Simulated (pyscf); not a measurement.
This saddle point was located with ωB97X-D3(BJ)/def2-SVP in PySCF.

```xyz
11

F      0.9656     0.1282     1.1653
Si     0.1649    -0.9709     0.2863
O     -0.7673    -0.1493    -0.8271
Si    -2.0361     0.8766    -0.9061
H     -0.6277    -1.8573     1.1570
H      1.1648    -1.7127    -0.5156
H     -1.9046     2.4215    -0.1411
H     -1.7399     1.6785    -2.1263
H     -3.4381     0.4297    -0.9814
Cl    -2.3200     0.5405     1.5975
H     -2.0288     1.9325     0.6024
```

Surface: singlet, charge 0. Lowest wavenumbers (cm⁻¹): 900i, 48, 78, 150, 217.

Task: Which two sides does it connect, and which bonds change?

Result: F–SiH₂–O–SiH₃ + hydrogen chloride (HCl) ⇌ F–SiH₂–O–SiH₂–Cl + hydrogen (H₂), a four-centre exchange read from left to right: H–Si, Cl–H broken and Cl–Si, H–H formed. At ωB97M-D3(BJ)/def2-TZVP it lies +136.5 kJ/mol from the left side and +226.4 kJ/mol from the right (each side as separated species at their lowest minima found). On the reactant side the descent ends in a complex (not fully relaxed), 18.6 kJ/mol under the separated species and 149.5 kJ/mol under the saddle at ωB97X-D3(BJ)/def2-TZVP. This is the saddle that the search found; another between the same sides may lie lower.
